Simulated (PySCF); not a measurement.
NaCl, SMILES [Na][Cl].

Coordinates come from a PBE-D3(BJ)/def2-TZVPD optimisation.

Two levels are set side by side: TDDFT-PBE/def2-TZVPD (PySCF) and TDDFT-ωB97X/def2-TZVPD (PySCF). Vertical, same geometry. The lowest singlet is HOMO→LUMO 100 % with PBE and HOMO−1→LUMO 75 %, HOMO−1→LUMO+3 15 % with the other functional; states are paired by order. Differences are taken from unrounded values.

| quantity | TDDFT-ωB97X |
|---|---|
| lowest singlet excitation (eV) | 4.98 |
| lowest triplet excitation (TDA) (eV) | 4.96 |
| first bright state (f over 0.05) (eV) | 5.50 |
| its oscillator strength | 0.10 |

Problem. What does TDDFT-PBE give, and how far is it from TDDFT-ωB97X? (An estimate is asked for; the answer gives what the named calculation found.)

Solution. 
| quantity | TDDFT-PBE | TDDFT-PBE minus TDDFT-ωB97X |
|---|---|---|
| lowest singlet excitation (eV) | 3.02 | -1.96 |
| lowest triplet excitation (TDA) (eV) | 2.95 | -2.01 |
| first bright state (f over 0.05) (eV) | 3.68 | -1.82 |
| its oscillator strength | 0.10 | 0.00 |

Functionals without exact exchange tend to place singlet excitations lower, as here. Differences between two approximate levels are no errors against the true value.

Rough cost on one machine, each run with all the roots and properties that it gave: TDDFT-ωB97X against TDDFT-PBE about 4 times.
